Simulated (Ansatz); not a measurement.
**CHS: ladder of basis sets in Python**

How does the energy of CHS converge with the basis? Wanted for CHS: a ladder of basis sets. SMILES: [CH]=S.

Program: Ansatz 0.2.0, driven from Python. The levels of theory stand in the script. These are calculated values, not measurements.

### Step 1. Starting point

Bond lengths: C1–S2 1.433 Å, C1–H3 1.084 Å. Angles: S2–C1–H3 120.0°.

The script holds or builds the structure itself.

### Step 2. The script

Contents of basis.py:

```python
'''Basis-set convergence for CHS.'''

from dataclasses import dataclass
import warnings

import ansatz as az


@dataclass(frozen=True)
class RunConfig:
    method: str = 'mp2'


opts = RunConfig()

GEOMETRY = '''
C    -0.14950    0.40480    0.00000
S     1.16750   -0.16020    0.00000
H    -1.01800   -0.24450    0.00000
'''


def main() -> None:
    warnings.simplefilter('ignore', az.DeckWarning)

    geometry = az.Crystal.molecule()
    for line in GEOMETRY.strip().splitlines():
        symbol, *xyz = line.split()
        geometry = geometry.atom(symbol, [float(v) for v in xyz])

    calculation = (
        geometry.calculation()
        .correlation(opts.method)
        .spin('collinear', total=1)
        .accuracy('medium')  # preset for grids and thresholds
    )

    energies = {}
    for basis in ['cc-pVDZ', 'cc-pVTZ', 'cc-pVQZ']:
        r = calculation.basis(gaussian=basis).run().report
        size = r['n_frozen'] + r['n_occupied'][0] + r['n_virtual'][0]
        energies[basis] = (r['reference_energy_ev'] / 27.211386246, r['free_energy_ev'] / 27.211386246)
        print(f'{basis:14s} {size:4d} orbitals  reference {energies[basis][0]:14.6f} Ha  total {energies[basis][1]:14.6f} Ha')

    # correlation energy at the basis limit from E(X) = E + A / X^3
    small, large = (energies[b][1] - energies[b][0] for b in ('cc-pVTZ', 'cc-pVQZ'))
    limit = (4 ** 3 * large - 3 ** 3 * small) / (4 ** 3 - 3 ** 3)
    print(f'correlation energy: {small:.6f} and {large:.6f} Ha, extrapolated {limit:.6f} Ha')
    print(f'share caught by the larger set: {100 * large / limit:.1f} %')


if __name__ == '__main__':
    main()
```

### Step 3. The input behind the calls

The engine receives this input (first run):

```yaml
crystal:
  periodic: [false, false, false]
  atoms:
    - { symbol: C, position_ang: [-0.1495, 0.4048, 0.0] }
    - { symbol: S, position_ang: [1.1675, -0.1602, 0.0] }
    - { symbol: H, position_ang: [-1.018, -0.2445, 0.0] }
accuracy: medium
basis:
  gaussian:
    orbitals: cc-pVDZ
magnetization:
  spin_polarized: true
  initial_magnetization: 1.0
correlation:
  method: mp2
```

### Step 4. Launch

Started as:

```
$ python basis.py
```

**Question.** How far does the total energy move along this ladder of basis sets?

**Answer**, as computed:

```
                       quantity         value
extrapolated correlation energy  -0.344024 Ha
                  runs compared             3
   correlation energy, last run     -8.896 eV
```

Against cc-pVDZ: cc-pVTZ -95.3 mHa and cc-pVQZ -127.4 mHa. The last step alone is -32.05 mHa. Reading the output:
- The geometry is a force-field or estimated start, not a minimum of this method, and the last set is no limit. Much of the fall in a total is atomic energy, which cancels in bond and reaction energies.
- The species is open-shell (spin multiplicity 2).
- Inner cores stay frozen, so this is valence correlation.
- For Al to Cl the sets with a tight d function, cc-pV(X+d)Z, are usual.
- An extrapolation from small basis sets is rough.
